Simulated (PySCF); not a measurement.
## NaCl at RHF-CCSD(T)

Computed with RHF-CCSD(T); PySCF, no relativity, basis sets Na def2-TZVPP, Cl def2-TZVPP.

| Item | Value |
| --- | --- |
| state | ¹Σ⁺ (singlet), closed shell |
| bond length | 2.360 Å |
| harmonic wavenumber | 365 cm⁻¹ |
| force constant | 1.09 mdyn/Å |
| rotational constant Be | 0.2182 cm⁻¹ |
| anharmonicity ωexe | 1.80 cm⁻¹ |
| vibration–rotation constant αe | 0.00168 cm⁻¹ |
| well depth De to Na + Cl | 92.2 kcal/mol |
| dissociation energy D0 | 91.7 kcal/mol |

Correlated steps freeze 6 core orbitals. Where the molecule has an RHF reference, its open-shell atoms are computed with UHF.
